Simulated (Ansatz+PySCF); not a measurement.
**doublet CH2N: levels of theory in one basis**

```csv
atom,x (Å),y (Å),z (Å)
C,0.0000,0.0000,0.0342
N,0.0000,0.0000,-1.2534
H,0.0000,0.9355,0.6096
H,0.0000,-0.9355,0.6096
```

Basis set: cc-pVTZ (spherical functions). Left uncorrelated: 2 orbitals. Correlation on ROHF uses semicanonical orbitals with singles. Charge 0, multiplicity 2.

Computed with Ansatz (development build ahead of 0.2.0) and PySCF 2.14.0; each method stands on the lowest determinant of its kind that the runs found.

```tsv
method	E − E(ROHF) (eV)	<S²> of the determinant
ROHF	0.00	0.75
UHF	-0.36	1.05
ROHF-MP2	-9.04	–
UHF-MP2	-8.61	1.05
```

What does ROHF-CCSD(T) give on the same scale?

-10.09 eV.

Caution for UHF, UHF-MP2: the unrestricted determinant is spin contaminated. Caution for ROHF-MP2, UHF-MP2: forces differ strongly between restricted and unrestricted references.
